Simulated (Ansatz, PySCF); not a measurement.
Breaking a bond: LiH, singlet.

Computed with: UHF/aug-cc-pVQZ (Ansatz, a program for electronic structure); RHF/aug-cc-pVQZ (Ansatz); UKS-PBE = unrestricted PBE/aug-cc-pVQZ run with Ansatz; RKS-PBE = Ansatz with restricted PBE/aug-cc-pVQZ; UKS-PBE0 = Ansatz with unrestricted PBE0/aug-cc-pVQZ; RKS-PBE0 = Ansatz with restricted PBE0/aug-cc-pVQZ; UKS-B3LYP/6-31G* = PySCF with unrestricted B3LYP/6-31G*, spherical d; RKS-B3LYP/6-31G* = restricted B3LYP/6-31G*, spherical d run with PySCF; UKS-BP86/6-31G* = PySCF 2.14.0 with unrestricted BP86/6-31G*, spherical d; RKS-BP86/6-31G* = restricted BP86/6-31G*, spherical d run with PySCF 2.14.0.

Scanned distances (Å): 1.22, 1.26, 1.35, 1.45, 1.51, 1.53, 1.60, 1.67, 1.69, 1.73, 1.86, 1.99, 2.13, 2.44, 2.61, 2.91, 3.21, 3.53, 3.94, 4.32, 4.79, 5.50, 6.39.

Question: Where does the unrestricted solution first break spin symmetry (<S²> of 0.01 or more)?

Answer: UHF: between 2.13 and 2.44 Å; UKS-PBE: between 2.61 and 2.91 Å; UKS-PBE0: between 2.61 and 2.91 Å; UKS-B3LYP/6-31G*: between 2.61 and 2.91 Å; UKS-BP86/6-31G*: between 2.61 and 2.91 Å.

```
R / Å  <S²> UHF  E(RHF) − E(UHF) / mEh  <S²> UKS-PBE  E(RKS-PBE) − E(UKS-PBE) / mEh  <S²> UKS-PBE0  E(RKS-PBE0) − E(UKS-PBE0) / mEh  <S²> UKS-B3LYP/6-31G*  E(RKS-B3LYP/6-31G*) − E(UKS-B3LYP/6-31G*) / mEh  <S²> UKS-BP86/6-31G*  E(RKS-BP86/6-31G*) − E(UKS-BP86/6-31G*) / mEh
-----  --------  ---------------------  ------------  -----------------------------  -------------  -------------------------------  ---------------------  -----------------------------------------------  --------------------  ---------------------------------------------
1.22       0.00                    0.0          0.00                            0.0           0.00                              0.0                   0.00                                              0.0                  0.00                                            0.0
1.26       0.00                    0.0          0.00                            0.0           0.00                              0.0                   0.00                                              0.0                  0.00                                            0.0
1.35       0.00                    0.0          0.00                            0.0           0.00                              0.0                   0.00                                              0.0                  0.00                                            0.0
1.45       0.00                    0.0          0.00                            0.0           0.00                              0.0                   0.00                                              0.0                  0.00                                            0.0
1.51       0.00                    0.0          0.00                            0.0           0.00                              0.0                   0.00                                              0.0                  0.00                                            0.0
1.53       0.00                    0.0          0.00                            0.0           0.00                              0.0                   0.00                                              0.0                  0.00                                            0.0
1.60       0.00                    0.0          0.00                            0.0           0.00                              0.0                   0.00                                              0.0                  0.00                                            0.0
1.67       0.00                    0.0          0.00                            0.0           0.00                              0.0                   0.00                                              0.0                  0.00                                            0.0
1.69       0.00                    0.0          0.00                            0.0           0.00                              0.0                   0.00                                              0.0                  0.00                                            0.0
1.73       0.00                    0.0          0.00                            0.0           0.00                              0.0                   0.00                                              0.0                  0.00                                            0.0
1.86       0.00                    0.0          0.00                            0.0           0.00                              0.0                   0.00                                              0.0                  0.00                                            0.0
1.99       0.00                    0.0          0.00                            0.0           0.00                              0.0                   0.00                                              0.0                  0.00                                            0.0
2.13       0.00                    0.0          0.00                            0.0           0.00                              0.0                   0.00                                              0.0                  0.00                                            0.0
2.44       0.36                    1.7          0.00                            0.0           0.00                              0.0                   0.00                                              0.0                  0.00                                            0.0
2.61       0.58                    6.2          0.00                            0.0           0.00                              0.0                   0.00                                              0.0                  0.00                                            0.0
2.91       0.79                   17.2          0.17                            0.4           0.28                              1.2                   0.28                                              1.2                  0.14                                            0.3
3.21       0.89                   29.6          0.39                            2.5           0.52                              5.2                   0.50                                              5.1                  0.37                                            2.3
3.53       0.94                   42.5          0.55                            5.8           0.69                             10.7                   0.65                                             10.5                  0.54                                            5.6
3.94       0.97                   57.4          0.70                           10.2           0.84                             18.3                   0.78                                             17.7                  0.69                                           10.3
4.32       0.99                   69.4          0.79                           14.1           0.94                             25.2                   0.86                                             24.0                  0.78                                           14.5
4.79       1.00                   81.8          0.88                           18.3           0.99                             32.9                   0.93                                             30.7                  0.86                                           19.0
5.50       1.00                   96.4          1.00                           24.0           1.00                             41.5                   0.99                                             38.7                  0.93                                           24.1
6.39       1.00                  109.2          1.00                           28.2           1.00                             48.0                   1.00                                             45.1                  1.00                                           28.1
```
